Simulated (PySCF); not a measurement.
# How the method moves the HOMO and LUMO of H3Si(SH)

Species: H3Si(SH), H4SSi.
Z-matrix (Å and degrees, PBE0-D3(BJ)/def2-SVP geometry), rows numbered from 1:
```
Si
S   1  2.1486
H   1  1.4935  2  111.77
H   1  1.4899  2  104.91  3   118.95
H   1  1.4935  2  112.12  3  -122.08
H   2  1.3515  1   94.91  3    59.69
```

Basis pcSseg-2 throughout (PySCF), one geometry. Geometry: PBE0-D3(BJ)/def2-SVP; no solvent, vibrations or thermal averaging.

How do the orbital energies, the gap and the dipole change with the method?

```csv
method,kind,HOMO (eV),LUMO (eV),gap (eV),μ (D),SCF cycles
BLYP,GGA,-6.17,-0.85,5.32,1.09,11
B97-D,GGA,-6.30,-0.79,5.51,1.13,13
PBE,GGA,-6.33,-0.92,5.40,1.13,12
OPBE,GGA,-6.35,-0.75,5.60,1.16,13
KT2,GGA,-6.38,-0.97,5.41,1.13,13
LDA,LDA,-6.40,-1.13,5.27,1.20,12
KT3,GGA,-6.41,-0.94,5.47,1.11,12
BP86,GGA,-6.42,-0.93,5.49,1.13,12
B3LYP,global hybrid,-7.30,-0.36,6.94,1.16,10
PBE0,global hybrid,-7.54,-0.11,7.43,1.21,11
mPW1PW91,global hybrid,-7.57,-0.10,7.46,1.20,10
HF,Hartree–Fock,-10.36,2.57,12.93,1.33,9
```

The HOMO spans 4.19 eV, from BLYP down to HF, and the gap runs from 5.27 eV (LDA) to 12.93 eV (HF). Over the methods BLYP (0 %), B97-D (0 %), PBE (0 %), OPBE (0 %), KT2 (0 %), LDA (0 %), KT3 (0 %), BP86 (0 %), B3LYP (20 %), PBE0 (25 %), mPW1PW91 (25 %), HF (100 %), a straight line through the gap against the share of exact exchange rises by 0.75 eV for each 10 % (correlation coefficient 0.999). The dipole ranges from 1.09 D (BLYP) to 1.33 D (HF). This basis has no diffuse functions.

The vertical ΔSCF ionisation energy at PBE0/def2-SVPD is 9.87 eV; −ε(HOMO) comes closest to it with HF (10.36 eV).
